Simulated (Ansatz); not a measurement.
`FC1=C(F)S1` → 2 C• + 2 F• + S•  (atomization)

Computed with Ansatz on PBE0-D4/def2-TZVP structures; ΔE is electronic, products minus reactants. CCSD(T)/CBS is the MP2 limit (def2-TZVPP, def2-QZVPP) plus CCSD(T) − MP2 in def2-TZVPP, frozen cores. This one scheme is used for every species, atoms too. Functionals use def2-TZVPP. HSE06 is defined as in plane-wave codes. Open shells (•) are unrestricted, without spin–orbit coupling. Spin–orbit coupling would lower the free atoms: a little for C, F, S.

```json
{"level": "LDA (SPW92)", "ΔE (kJ/mol)": "2397.0"}
{"level": "BLYP-D4", "ΔE (kJ/mol)": "1904.2"}
{"level": "HSE06-D4", "ΔE (kJ/mol)": "1912.3"}
{"level": "PBE-QIDH", "ΔE (kJ/mol)": "1854.7"}
{"level": "BLYP", "ΔE (kJ/mol)": "1880.7"}
{"level": "r2SCAN0", "ΔE (kJ/mol)": "1793.9"}
{"level": "CAM-B3LYP", "ΔE (kJ/mol)": "1849.1"}
{"level": "CCSD/def2-TZVPP", "ΔE (kJ/mol)": "1700.1"}
```

Task: What does CCSD(T)/CBS give? (Estimate.)

Result: The calculation gave: +1849.9 kJ/mol. The listed levels differ from it by 547.1, 54.3, 62.4, 4.8, 30.8, -56.0, -0.8, -149.8 kJ/mol.

Largest T1 diagnostic among the species: 0.013.

In def2-TZVPP, CCSD(T) changes the Hartree–Fock value by +716.7 kJ/mol (the triples alone add +73.4 kJ/mol) and MP2 by +843.4 kJ/mol; breaking electron pairs costs correlation energy, which Hartree–Fock lacks. From PBE to PBE0 (25 % exact exchange), in def2-TZVPP and without D4, ΔE moves by −122.8 kJ/mol: exact exchange takes away binding that semilocal exchange gives to molecules. At CCSD(T), def2-SVP lies −140.1 kJ/mol from the extrapolated value and def2-TZVPP −76.5 kJ/mol: correlation converges slowly with the basis, and small sets miss more of it in the bonded molecule than in its fragments.

For atomizations the MP2-based limit and the directly extrapolated one differ by several kJ/mol either way, and by 10 to 25 for some Ge, Se and Sn compounds, so smaller differences from it don't rank the levels.
